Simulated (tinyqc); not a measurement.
Inside a calculation. Method: Hueckel theory of the pi electrons with the omega technique, for the molecule C=C (SMILES; centres numbered as the heavy atoms are written). One step of it, computed by the program tinyqc.

Question. Orbitals, round 1. Diagonalise; E = alpha + x beta with beta < 0, so the largest x are filled first; degenerate levels share their electrons. P = sum n_i c_ri c_si; each orbital has its largest coefficient positive (the first on a tie).

Hueckel matrix in units of beta (H = alpha + beta A):
```
          1C        2C
1C  0.000000  1.000000
2C  1.000000  0.000000
```

pi electrons, sum of z_r less the charge = 2

Give: x values; occupations; coefficients; charge and bond-order matrix P.

Answer.

x values: 1.000  -1.000

occupations: 2.000  0.000

coefficients:
```
      MO1     MO2
1C  0.707   0.707
2C  0.707  -0.707
```

charge and bond-order matrix P:
```
       1C     2C
1C  1.000  1.000
2C  1.000  1.000
```
